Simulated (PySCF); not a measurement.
Run record: core-ionisation job, `CCCCCC` (hexane).

Method: delta-SCF UKS SCAN, pcX-2 on the ionised atom, pcseg-1 elsewhere, spin-free X2C (PySCF 2.14.0). Geometry: PBE0-D3(BJ)/def2-SVP. A driver script takes a list of jobs; this job's settings line and coordinates (Å) are shown.

Input:
```
{"job": {"kind": "xps"}, "charge": 0, "multiplicity": 1}
C     -3.184706    -0.274961     0.177089
C     -1.835452     0.366231     0.459683
C     -0.677631    -0.316959    -0.254965
C      0.677630     0.316962     0.022416
C      1.835453    -0.366233    -0.692226
C      3.184706     0.274960    -0.409633
H     -4.000408     0.240626     0.706348
H     -3.198895    -1.330929     0.492213
H     -3.419883    -0.252258    -0.899350
H     -1.862191     1.431317     0.168067
H     -1.642347     0.361196     1.547274
H     -0.648604    -1.383423     0.035359
H     -0.867611    -0.311656    -1.344162
H      0.867608     0.311664     1.111613
H      0.648605     1.383425    -0.267913
H      1.862189    -1.431317    -0.400605
H      1.642350    -0.361203    -1.779818
H      3.198899     1.330925    -0.724767
H      4.000409    -0.240635    -0.938883
H      3.419879     0.252267     0.666807
```

Estimate the output.

```
ground state, core basis on atom 0 (C), 185 functions
  cycle   1  E = -236.89750285  |g| = 5.95e-01
  cycle   2  E = -236.82359484  |g| = 7.86e-01
  cycle   3  E = -236.99951599  |g| = 3.66e-02
  cycle   4  E = -236.99976144  |g| = 1.88e-02
  cycle   5  E = -236.99984045  |g| = 7.64e-03
  cycle   6  E = -236.99985309  |g| = 1.24e-03
  cycle   7  E = -236.99985448  |g| = 6.03e-04
  cycle   8  E = -236.99985421  |g| = 1.06e-04
  E(ground) = -237.01495286 Eh
hole in C 1s of atom 0
  cycle   1  E = -225.76947750  |g| = 1.50e+00
  cycle   2  E = -225.23389819  |g| = 1.73e+00
  cycle   3  E = -226.28921188  |g| = 3.08e-01
  cycle   4  E = -226.32174848  |g| = 9.90e-02
  cycle   5  E = -226.32590927  |g| = 3.97e-02
  cycle   6  E = -226.32667181  |g| = 5.71e-03
  cycle   7  E = -226.32669056  |g| = 3.19e-03
  cycle   8  E = -226.32669598  |g| = 1.18e-03
  cycle   9  E = -226.32669768  |g| = 5.77e-04
  cycle  10  E = -226.32669781  |g| = 1.28e-04
  E(ion) = -226.34063764 Eh   <S^2> = 0.7675   hole on atom = 1.000   binding energy = 290.463 eV
ground state, core basis on atom 1 (C), 185 functions
  cycle   1  E = -237.00067703  |g| = 5.88e-02
  cycle   2  E = -237.00062987  |g| = 2.46e-02
  cycle   3  E = -237.00068273  |g| = 1.98e-02
  cycle   4  E = -237.00077832  |g| = 9.49e-04
  cycle   5  E = -237.00077848  |g| = 2.75e-04
  E(ground) = -237.01583380 Eh
hole in C 1s of atom 1
  cycle   1  E = -225.76368186  |g| = 1.51e+00
  cycle   2  E = -225.07330969  |g| = 1.85e+00
  cycle   3  E = -226.28487207  |g| = 3.32e-01
  cycle   4  E = -226.32499122  |g| = 1.02e-01
  cycle   5  E = -226.32903833  |g| = 4.40e-02
  cycle   6  E = -226.32998970  |g| = 6.76e-03
  cycle   7  E = -226.33001645  |g| = 3.54e-03
  cycle   8  E = -226.33002461  |g| = 1.47e-03
  cycle   9  E = -226.33002717  |g| = 6.64e-04
  cycle  10  E = -226.33002709  |g| = 1.08e-04
  E(ion) = -226.34393949 Eh   <S^2> = 0.7691   hole on atom = 1.000   binding energy = 290.397 eV
ground state, core basis on atom 2 (C), 185 functions
  cycle   1  E = -237.00051398  |g| = 5.83e-02
  cycle   2  E = -237.00047366  |g| = 2.26e-02
  cycle   3  E = -237.00050621  |g| = 1.95e-02
  cycle   4  E = -237.00059816  |g| = 7.95e-04
  cycle   5  E = -237.00059804  |g| = 2.41e-04
  E(ground) = -237.01575111 Eh
hole in C 1s of atom 2
  cycle   1  E = -225.76549470  |g| = 1.51e+00
  cycle   2  E = -225.02931903  |g| = 1.88e+00
  cycle   3  E = -226.28742223  |g| = 3.38e-01
  cycle   4  E = -226.32939876  |g| = 1.04e-01
  cycle   5  E = -226.33368873  |g| = 4.24e-02
  cycle   6  E = -226.33456033  |g| = 6.15e-03
  cycle   7  E = -226.33458377  |g| = 3.21e-03
  cycle   8  E = -226.33459035  |g| = 1.44e-03
  cycle   9  E = -226.33459262  |g| = 6.83e-04
  cycle  10  E = -226.33459242  |g| = 1.79e-04
  E(ion) = -226.34854582 Eh   <S^2> = 0.7689   hole on atom = 1.000   binding energy = 290.269 eV
```

Cycles run on a coarse grid; E(ground) and E(ion) are re-evaluated on a finer one, so they differ from the last cycle. Atoms in this output count from 0.

How does the 1s binding energy of C2 follow from the two total energies?

E(ion) − E(ground) = -226.34393949 − (-237.01583380) = 10.671894 Eh, times 27.211386 eV gives 290.40 eV.

In short: C1s of C1 290.46 eV; C1s of C2 290.40 eV; C1s of C3 290.27 eV; one atom stands for each set of equivalent ones.

The structure is a single PBE0-D3(BJ)/def2-SVP conformer in the gas phase; no vibrational or solvent corrections.

The run took 33 s of wall time on one thread, Arm Neoverse V1, no GPU, shared host.
Labels such as C1 count atoms from 1, the log's own numbers from 0.
